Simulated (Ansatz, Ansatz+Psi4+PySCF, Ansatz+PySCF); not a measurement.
```xyz
6

C    -0.0339    0.0000   -0.8322
P     0.5538    0.0000    0.8510
H    -0.0459    0.9240   -1.3975
H    -0.0459   -0.9240   -1.3975
H    -0.2140   -1.0451    1.3881
H    -0.2140    1.0451    1.3881
```

Basis set: cc-pVTZ on H, C; cc-pV(T+d)Z on P (spherical functions). Frozen core: 6 orbitals. Correlation on ROHF uses semicanonical orbitals with singles. Charge 0, multiplicity 2.

Computed with Ansatz (development build ahead of 0.2.0); each method stands on the lowest determinant of its kind that the runs found.

The atomization energy at this shape (free ground-state atoms in the same class of orbitals less the molecule, no zero-point energy) of doublet CH4P:

| method | atomization energy |
| --- | --- |
| ROHF-CCSD(T) | 419.85 kcal/mol |
| ROHF-MP2 | 415.09 kcal/mol |

(1) What does ROHF give?

Results:

(1) 317.33 kcal/mol.
